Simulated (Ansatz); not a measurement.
The cluster Li₂S⁻. The state is a doublet with charge -1. Geometry PBE0-D4/def2-TZVP, that of the neutral singlet; atoms count from 1.

Cartesian coordinates in Å:
```
Li -1.818 -0.653 -0.039
Li 1.901 0.194 0.283
S -0.084 0.460 -0.244
```

The highest occupied level of the charge -1 doublet lies above zero (up to 0.65 eV). By energy differences its removal costs 0.28 eV (vertical, to the charge 0 singlet, at PBE0-D4/def2-TZVPD); a positive level beside a positive removal energy at the same level points to self-interaction error. The structure comes from a short search, and lower isomers may exist.

(1) Estimate the Mulliken populations from the PBE0/def2-TZVPD orbitals of Ansatz.

(2) Where does the spin sit?

## Answers

(1) 
| atom | charge (e) | spin (α − β) |
| --- | --- | --- |
| Li1 | 0.03 | 0.64 |
| Li2 | 0.03 | 0.64 |
| S3 | -1.07 | -0.28 |
Mulliken values and Mayer orders depend strongly on the basis. With diffuse functions, as here, like atoms can get unlike values, and bond orders can come out too low or too high.

(2) Summed by element: Li 1.28, S -0.28, of 1 unpaired in all. Largest on single atoms: Li2 0.64, Li1 0.64, S3 -0.28.
